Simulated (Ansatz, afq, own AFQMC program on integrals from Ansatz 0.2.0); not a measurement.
Where AFQMC and coupled cluster stand for SiGeH$_{2}$, triplet

```xyz
4

Si    0.0000   -0.1395    1.6714
Ge    0.0000    0.0566   -0.6618
H     0.0000    1.2679    2.2283
H     0.0000   -1.4615   -1.1039
```

Connectivity, by distances: SiH–GeH.

Basis cc-pVDZ. Noble-gas cores (and the filled d shells of Ga–Kr and In–Xe) are frozen. Ansatz 0.2.0 and our own AFQMC program on the same integrals; the CISD trial comes from CCSD amplitudes, and released means the phaseless constraint is let go. ± is one standard error of the sampling. No spin–orbit coupling.

Determinant: UHF, the one that the program's search chose, which needn't be the lowest solution. The geometry is a point of a scan.

No full CI on the walks' own integrals is used here; CCSDT(Q) serves as the reference and is uncertain by about the last step of the cluster series.

Cautions: no relativity below Rb; no spin-orbit coupling; inner d shell frozen; lower spins were not checked; higher spins were not checked; the released energies are still falling, so no released level is given (meV from the phaseless value at times in 1/Eh: -21 ± 12 at 0.24, -34 ± 13 at 0.51, -47 ± 12 at 0.99, -52 ± 15 at 1.62, -69 ± 19 at 2.40), though the last usable value meets CCSDT(Q) within the noise.

The T1 diagnostic is 0.0371 and the weight of the determinant in the CISD state is 0.837. The ⟨S²⟩ of the determinant is 2.040. The size of the correlated space is 10 electrons in 36 orbitals.

| level | correlation energy (eV) |
| --- | --- |
| MP2 | -4.0536 |
| CCSD | -5.1252 |
| CCSD(T) | -5.3304 |

(1) Estimate where phaseless AFQMC with a CISD trial lies against CCSD(T) on the same integrals.

(1) 0.05 ± 0.23 kcal/mol below CCSD(T). The gap is under twice the noise, so this walk alone can't tell the two apart.

Reference: CCSDT(Q), correlation energy -5.398 eV.

```
        level  E − E(reference) (kcal/mol)  share of correlation (%)
      CCSD(T)                         1.55                     98.76
        CCSDT                         0.34                     99.73
  ph-AFQMC/HF                  2.75 ± 0.67                     97.79
ph-AFQMC/CISD                  1.50 ± 0.23                     98.79
```

A walk keeps the symmetry of its determinant, which the program's search chose and which needn't be the lowest solution, so a lower state of the same spin and another symmetry isn't excluded.
